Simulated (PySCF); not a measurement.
Gas-phase reaction: AlF2 + F = AlF3, at 800 K and a standard pressure of 1 bar. Level: MP2/def2-SVP†.

Energies from PySCF, thermal terms from the rigid-rotor harmonic-oscillator model, ideal gas at 1 bar. † marks an energy on the PBE0/def2-TZVP geometry and frequencies. MP2 freezes the core. Open shells (unrestricted): AlF2 (multiplicity 2), F (multiplicity 2, electronic degeneracy 6); the rest are closed-shell singlets. Spin-orbit splitting is ignored; it lowers the true energy and changes the entropy of F. MP2 isn't extrapolated to the basis-set limit; its ΔH°(298 K) is -642.8 kJ in def2-SVP and -666.4 kJ in def2-TZVPP. The harmonic model lacks anharmonicity and excited electronic states, which grow with temperature; levels with a mode under 35 cm⁻¹ are left out.

```
species      E (Ha)  H(800 K) − E (kJ/mol)  S°(800 K) (J/mol/K)
-------  ----------  ---------------------  -------------------
AlF2     -441.08604                   49.1                316.0
F         -99.42243                   16.6                181.0
AlF3     -540.75537                   70.9                347.8
```
E: electronic energy; H − E holds the zero-point and thermal terms. 1 Ha = 2625.5 kJ/mol.

### Question
Work out ΔH°, ΔS°, ΔG° and log10 K from these numbers.

### Answer
1. ΔE = 1×(-540.75537) − 1×(-441.08604) − 1×(-99.42243) = -0.24690 Ha = -648.2 kJ.
2. Δ(H − E) = 1×(70.9) − 1×(49.1) − 1×(16.6) = 5.2 kJ, so ΔH° = -643.0 kJ.
3. ΔS° = 1×(347.8) − 1×(316.0) − 1×(181.0) = -149.2 J/K; the number of gas molecules changes by -1.
4. ΔG° = ΔH° − TΔS° = -643.0 − 800×(-149.2)/1000 = -523.6 kJ.
5. log10 K = −ΔG°/(RT ln 10) = 34.18, with RT ln 10 = 15.32 kJ/mol; at standard pressures the products are favoured.
6. A shift of 10 kJ in ΔE would move log10 K by 0.65 here.
For scale, ΔH°(298 K) is -643 kJ at this level, -648 kJ at ωB97M-V/def2-TZVP†, and runs from -713 to -479 kJ over the 20 levels computed; the NASA 1993 table gives -594 kJ (entries not checked at source). After a fit of one offset per element over all species, the range-separated, M06-2X, PBE0/def2-QZVP and CCSD(T)/def2-TZVPP enthalpies, where run, lie to one side of the table for AlF2 (+60 kJ/mol): a fault of the table's entry, another state or a shared error of the levels is possible; this was not checked at source.
